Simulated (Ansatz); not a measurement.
# CH2AlN (SMILES N#[C][AlH2]): levels of theory compared

We compute a comparison of 6 runs (HF/3-21G, B2PLYP/aug-cc-pVDZ, BHLYP/aug-cc-pVDZ, SVWN5/aug-cc-pVDZ, revPBE/aug-cc-pVDZ, CCSD(T)/aug-cc-pVDZ) of CH2AlN. 

The calculation is run with Ansatz 0.2.0.

69 further runs of the same task are left out: 69 set aside as unsound or not needed.

### 1 The system as given

CH2AlN has 5 atoms, charge 0, and is taken as a singlet. As SMILES, `N#[C][AlH2]`. The C2–Al3 distance was set to 4.263 Å, away from the relaxed value. At this shape a bond of the SMILES string is far longer than usual.

Bond lengths: N1–C2 1.154 Å, Al3–H4 1.573 Å, Al3–H5 1.572 Å. Angles: H4–Al3–H5 126.1°.

### 2 A single-point energy at HF/3-21G (run 1)

Input file molecule.yaml:

```yaml
crystal:
  periodic: [false, false, false]
  atoms:
    - symbol: "N"
      position_ang: [2.727972, -2.651593, 2.769872]
    - symbol: C
      position_ang: [2.059872, -2.003593, 2.087472]
    - symbol: Al
      position_ang: [-0.407200, 0.390000, -0.434600]
    - symbol: H
      position_ang: [-1.629700, -0.322900, -1.120200]
    - symbol: H
      position_ang: [-0.009700, 1.903200, -0.592600]
basis:
  gaussian:
    orbitals: 3-21G.json
accuracy: high
hamiltonian:
  xc: hf
output: {orbitals: {seedname: orbitals}}
```

The basis set 3-21G is read from a file made from the Basis Set Exchange's data (not shown).

On the command line:

```
$ ansatz run molecule.yaml --threads 1 --pin off --max-ram 3480MiB --events-out events.jsonl --progress --plain --runs-dir runs
```

Log:

```text
Warning: RAYON_NUM_THREADS=1 ignored (pool sized by the plan → 1); use --threads N
Functional definition: HF
  name "HF"
  exchange = exact_x
  correlation = 0
734 factors; integrals over basis functions are off by at most 1.6e-8 eV
mean field evaluation 1: about -9067.3006 eV, gradient 3.0e1 eV
mean field evaluation 2: about -9067.3085 eV, gradient 3.0e1 eV
mean field evaluation 4: about -9070.0251 eV, gradient 4.9e0 eV
mean field evaluation 8: about -9070.1427 eV, gradient 9.9e-2 eV
mean field evaluation 16: about -9070.1428 eV, gradient 1.5e-8 eV
mean field -9070.14278003 eV, -333.3215992025 hartree, gradient 1.5e-8 eV, S^2 0.000000; 0 other end points of the search recorded, 0 dependent functions left out
reference -9070.14278003 eV, -333.3215992025 hartree; 14, 14 occupied and 21, 21 virtual orbitals, 734 factors
Total energy: -9070.14278003 eV, -333.3215992025 hartree
```

It took 0.22 s on 1 thread of Arm Neoverse V2, shared host.

### 3 A single-point energy at B2PLYP/aug-cc-pVDZ (run 2)

Input file job.yaml:

```yaml
crystal:
  periodic: [false, false, false]
  atoms:
    - {symbol: "N", position_ang: [2.727972, -2.651593, 2.769872]}
    - {symbol: C, position_ang: [2.059872, -2.003593, 2.087472]}
    - {symbol: Al, position_ang: [-0.407200, 0.390000, -0.434600]}
    - {symbol: H, position_ang: [-1.629700, -0.322900, -1.120200]}
    - {symbol: H, position_ang: [-0.009700, 1.903200, -0.592600]}
basis:
  gaussian:
    orbitals: aug-cc-pVDZ
output: {orbitals: {seedname: orbitals}}
correlation:
  frozen_orbitals: {Al: 5, C: 1, H: 0, "N": 1}
hamiltonian:
  xc: {name: B2PLYP}
accuracy: high
```

On the command line:

```
$ ansatz run job.yaml --threads 1 --pin off --max-ram 3480MiB --events-out events.jsonl --progress --plain --runs-dir runs
```

Log, shortened:

```text
Warning: RAYON_NUM_THREADS=1 ignored (pool sized by the plan → 1); use --threads N
Functional definition: B2PLYP
  name "B2PLYP"
[...]
1722 factors; integrals over basis functions are off by at most 3.5e-9 eV
[...]
mean field -9142.21406940 eV, -335.9701702352 hartree, gradient 6.4e-8 eV, S^2 0.000000; 0 other end points of the search recorded, 0 dependent functions left out; unrestricted orbitals would lower it
7 core orbitals not correlated: weight in the atoms' cores, before any rotation towards them, 1.000 or more for the frozen orbitals, at most 0.000 for the correlated occupied ones
reference -9142.21410444 eV, -335.9701715230 hartree; 7, 7 occupied and 77, 77 virtual orbitals, 1722 factors
second order -12.96585840 eV of doubles, -0.00000000 eV of singles
Total energy: -9145.71488621 eV, -336.0988228801 hartree
```

It took 6.9 s on 1 thread of Arm Neoverse V2, shared host; peak memory 0.29 GiB.

### 4 A single-point energy at BHLYP/aug-cc-pVDZ (run 3)

Input file run.yaml:

```yaml
crystal:
  periodic: [false, false, false]
  atoms:
    - {symbol: "N", position_ang: [2.727972, -2.651593, 2.769872]}
    - {symbol: C, position_ang: [2.059872, -2.003593, 2.087472]}
    - {symbol: Al, position_ang: [-0.407200, 0.390000, -0.434600]}
    - {symbol: H, position_ang: [-1.629700, -0.322900, -1.120200]}
    - {symbol: H, position_ang: [-0.009700, 1.903200, -0.592600]}
basis:
  gaussian:
    orbitals: aug-cc-pVDZ
hamiltonian:
  xc: {name: BHLYP}
accuracy: high
output:
  orbitals: {seedname: orbitals}
```

On the command line:

```
$ ansatz run run.yaml --threads 1 --pin off --max-ram 3480MiB --events-out events.jsonl --progress --plain --runs-dir runs
```

Log:

```text
Warning: RAYON_NUM_THREADS=1 ignored (pool sized by the plan → 1); use --threads N
Functional definition: BHLYP
  name "BHLYP"
  parameter a = 0.5
  exchange = (1 - a)*b88_x + a*exact_x
  correlation = lyp_c
1722 factors; integrals over basis functions are off by at most 3.5e-9 eV
mean field evaluation 1: about -9143.5701 eV, gradient 4.5e1 eV
mean field evaluation 2: about -9017.2042 eV, gradient 1.3e2 eV
mean field evaluation 4: about -9149.2982 eV, gradient 4.1e0 eV
mean field evaluation 8: about -9149.5429 eV, gradient 7.0e-2 eV
mean field evaluation 16: about -9149.5409 eV, gradient 1.4e-5 eV
mean field -9149.54086273 eV, -336.2394249236 hartree, gradient 3.1e-8 eV, S^2 0.000000; 0 other end points of the search recorded, 0 dependent functions left out
reference -9149.54090073 eV, -336.2394263204 hartree; 14, 14 occupied and 77, 77 virtual orbitals, 1722 factors
Total energy: -9149.54090073 eV, -336.2394263204 hartree
```

Run time: 4.8 s. Hardware: 1 thread of Arm Neoverse V2, shared host; peak memory 0.23 GiB.

Runs 4 to 5 aren't shown in full; the table further down has their settings and results.

### 5 The energy at CCSD(T)/aug-cc-pVDZ (run 6)

Input file input.yaml:

```yaml
basis:
  gaussian:
    orbitals: aug-cc-pVDZ
crystal:
  periodic: [false, false, false]
  atoms:
    - {symbol: N, position_ang: [2.727972, -2.651593, 2.769872]}
    - {symbol: C, position_ang: [2.059872, -2.003593, 2.087472]}
    - {symbol: Al, position_ang: [-0.407200, 0.390000, -0.434600]}
    - {symbol: H, position_ang: [-1.629700, -0.322900, -1.120200]}
    - {symbol: H, position_ang: [-0.009700, 1.903200, -0.592600]}
total_charge: 0
correlation:
  method: ccsd_t
  frozen_orbitals: {Al: 5, C: 1, H: 0, "N": 1}
accuracy: high
scf:
  omitted_lower_state_checks: [cluster_reference, increment]
```

On the command line:

```
$ ansatz run input.yaml --threads 1 --pin off --max-ram 3480MiB --events-out events.jsonl --progress --plain --runs-dir runs
```

Log, shortened:

```text
Warning: RAYON_NUM_THREADS=1 ignored (pool sized by the plan → 1); use --threads N
Functional definition: HF
  name "HF"
[...]
1722 factors; integrals over basis functions are off by at most 3.5e-9 eV
[...]
mean field -9121.76208188 eV, -335.2185735568 hartree, gradient 2.1e-8 eV, S^2 0.000000; 0 other end points of the search recorded, 0 dependent functions left out; unrestricted orbitals would lower it
7 core orbitals not correlated: weight in the atoms' cores, before any rotation towards them, 1.000 or more for the frozen orbitals, at most 0.000 for the correlated occupied ones
reference -9121.76208188 eV, -335.2185735568 hartree; 7, 7 occupied and 77, 77 virtual orbitals, 1722 factors
second order -9.64683423 eV of doubles, -0.00000000 eV of singles
cycle   1  -9.71755649 eV  change   -7.1e-2 eV  update   1.4e-1
[...]
cycle  34  -10.42553693 eV  change   7.9e-12 eV  update  8.7e-10
perturbative correction -0.64725375 eV, -0.0237861367 hartree
Total energy: -9132.83487256 eV, -335.6254911088 hartree
Checks for a lower state left out: cluster_reference, increment
```

Run time: 11 s. Hardware: 1 thread of Arm Neoverse V2, shared host; peak memory 0.54 GiB.

### 6 All runs side by side

```csv
run,level,frozen core orbitals,energy (Eh),HOMO energy (eV),LUMO energy (eV),HOMO–LUMO gap (eV),wall time
1,HF/3-21G,–,-333.321599,-8.51,-2.53,5.98,0.22 s
2,B2PLYP/aug-cc-pVDZ,7,-336.098823,-7.69,-4.37,3.31,6.9 s
3,BHLYP/aug-cc-pVDZ,–,-336.239426,-7.76,-4.63,3.13,4.8 s
4,SVWN5/aug-cc-pVDZ,–,-334.430644,-6.24,-5.54,0.70,3.3 s
5,revPBE/aug-cc-pVDZ,–,-336.244629,-6.06,-5.37,0.68,4.5 s
6,CCSD(T)/aug-cc-pVDZ,7,-335.625491,–,–,–,11 s
```

### 7 Summary of results

| quantity | value |
| --- | --- |
| run 6: total energy | -335.62549 Eh |
| run 6: correlation energy (7 core orbitals frozen) | -406.9 mEh |
| run 6: (T) correction | -23.79 mEh |
| run 6: T1 diagnostic | 0.075 |

**Reading.** Over runs 1, 2, 3, 4, 5 the HOMO–LUMO gap runs from 0.68 eV (revPBE/aug-cc-pVDZ) to 5.98 eV (HF/3-21G). The two ends differ in method and basis. Totals of different functionals can't be ranked against each other. In run 6 the T1 diagnostic is large, so a single reference may not serve. In runs 2, 6 the log says that unrestricted orbitals would lower the reference, so the values rest on an unstable closed-shell determinant (other closed-shell runs at this shape may share the fault). All runs together took 31 s, the longest 11 s.
